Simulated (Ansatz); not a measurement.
`CC(C)C#N`: measurement beside calculation (Ansatz, PBE0-D4/def2-TZVP geometry).

```xyz
12

C     1.2374    0.4290   -0.3472
C     0.0729   -0.2414    0.3794
C    -1.2419    0.5107    0.1814
C    -0.0654   -1.6287   -0.0554
N    -0.1774   -2.7159   -0.4127
H     2.1708   -0.1116   -0.1863
H     1.0469    0.4705   -1.4213
H     1.3592    1.4497    0.0203
H     0.3002   -0.2768    1.4511
H    -2.0607    0.0277    0.7155
H    -1.5031    0.5548   -0.8778
H    -1.1389    1.5319    0.5530
```

Measured: 4.0693 ± 0.0275 D (total dipole moment, Stark effect, FTMW spectroscopy). Source: Rotational spectroscopy, dipole moment and $^{14}$N nuclear hyperfine structure of $iso$-propyl cyanide, 2011 (arxiv:1102.5675).

| functional (def2-TZVPP) | dipole (D) | error (D) |
| --- | --- | --- |
| PBE | 4.05 | -0.02 |
| r2SCAN | 4.17 | 0.10 |
| B3LYP | 4.12 | 0.05 |
| ωB97M-V | 4.11 | 0.04 |

The measured dipole is a vibrational average; the computed one belongs to the fixed geometry.

Measured: 7940.877174 ± 3.1e-05 MHz (A, ground vibrational state, S-reduction, FTMW and mm/sub-mm absorption spectroscopy); 3968.087775 ± 2.7e-05 MHz (B, ground vibrational state, S-reduction, FTMW and mm/sub-mm absorption spectroscopy); 2901.053223 ± 2.2e-05 MHz (C, ground vibrational state, S-reduction, FTMW and mm/sub-mm absorption spectroscopy). Source: Rotational spectroscopy, dipole moment and $^{14}$N nuclear hyperfine structure of $iso$-propyl cyanide, 2011 (arxiv:1102.5675).

```
constant  measured (MHz)  computed (MHz)  error (%)
       A            7941            8012        0.9
       B            3968            4007        1.0
       C            2901            2929        0.9
```

Computed constants are equilibrium values for the main isotopes; measured ground-state ones include zero-point motion, which usually lowers them by up to about 1 %.

B3LYP here is the variant with VWN-RPA as its local correlation; programs differ in this.
